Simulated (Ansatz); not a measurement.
Total energies of C₃H₄F₂, SMILES `C=CC(F)F`.

```csv
atom,x (Å),y (Å),z (Å)
C1,0.300,1.362,-0.020
C2,-0.473,0.299,-0.166
C3,-0.036,-1.092,0.143
F4,1.284,-1.151,0.438
F5,-0.249,-1.892,-0.940
H6,1.320,1.272,0.334
H7,-0.065,2.355,-0.254
H8,-1.497,0.381,-0.517
H9,-0.584,-1.534,0.983
```

Charge 0, multiplicity 1. All single points use the PBE0-D4/def2-TZVP geometry. It is one conformer, not always the lowest. Basis def2-TZVPP, the Gaussian-basis code of Ansatz.

RPA on PBE orbitals: Hartree–Fock energy of these orbitals -314.86412 Eh, correlation -1.53530 Eh (frozen core).

```tsv
functional	energy without D4 (Eh)	D4 term (kJ/mol)
PBE	-316.17356	-13.1
revPBE	-316.41526	-48.3
BLYP	-316.45138	-30.0
r2SCAN	-316.36493	-3.2
B97M-V	-316.44875	–
PBE0	-316.18527	-10.8
B3LYP	-316.52462	-21.0
r2SCANh	-316.34865	-3.4
r2SCAN0	-316.32543	-3.7
HSE06 (plane-wave form)	-316.17055	-9.9
BHLYP	-316.37365	-14.1
LC-ωPBE	-316.33105	–
ωB97X-V	-316.41769	–
B2PLYP	-316.30712	–
```

(1) Give the same for LDA (SPW92), CAM-B3LYP, ωB97M-V, PBE-QIDH. (Best estimate.)

B3LYP takes the VWN-RPA correlation (the form of Gaussian; ORCA's B3LYP/G). HSE06 is the plane-wave form, built on full-range PBE exchange. The double hybrids freeze the cores in their second-order part.

Answers

(1) Ansatz gave: 
```
 functional  energy without D4 (Eh)  D4 term (kJ/mol)
LDA (SPW92)              -314.16250                 –
  CAM-B3LYP              -316.41127             -10.7
    ωB97M-V              -316.41697                 –
   PBE-QIDH              -316.14212                 –
```

LC-ωPBE has ω = 0.4 bohr⁻¹.
